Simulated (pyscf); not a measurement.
•H₂C–SnH₃ (SMILES [CH2][SnH3]) + H₂O (SMILES O) → HO–CH₂–SnH₃ (SMILES O[CH2][SnH3]) + H• (SMILES [H]), a substitution at O (doublet surface; H–O broken, C–O formed). PySCF, gas phase, ωB97X-D3(BJ)/def2-SVP geometries. Energies in kcal/mol from the separated reactants.

AM1 to PM7: differences of heats of formation from MOPAC, which are fitted to 298 K values and so differ in kind from electronic energies by zero-point and thermal terms. Open shells are spin-unrestricted. 

Question: In single points PM7 puts the saddle at 39.7 kcal/mol and the reaction energy at +40.4 kcal/mol. Should these be trusted to within a few kcal/mol? Compare with ωB97M-D3(BJ)/def2-TZVP.

Answer: ωB97M-D3(BJ)/def2-TZVP gives ΔE‡ = 51.4 kcal/mol and ΔE = +30.0 kcal/mol. PM7 lies 11.7 kcal/mol under it in the barrier and 10.4 kcal/mol over it in the reaction energy, so on this step it does not hold to within 3.0 kcal/mol. At PM7 this geometry lies under one side, so its ΔE‡ may be no barrier of that level. ωB97M-D3(BJ)/def2-TZVP has limits of its own. On the reactant side the descent ends in a complex (not fully relaxed), 4.2 kcal/mol under the separated species and 57.0 kcal/mol under the saddle at ωB97X-D3(BJ)/def2-TZVP. •H₂C–SnH₃ lies 30.6 kcal/mol over its isomer H₃C–SnH₂• (electronic energy, ωB97M-D3(BJ)/def2-TZVP). HO–CH₂–SnH₃ lies 31.7 kcal/mol over its isomer H₃C–SnH₂–OH (electronic energy, ωB97M-D3(BJ)/def2-TZVP). This is the saddle that the search found; another between the same sides may lie lower. The angle at the attacked O is 153°. In the def2 sets elements past Kr carry core potentials, without spin-orbit coupling.
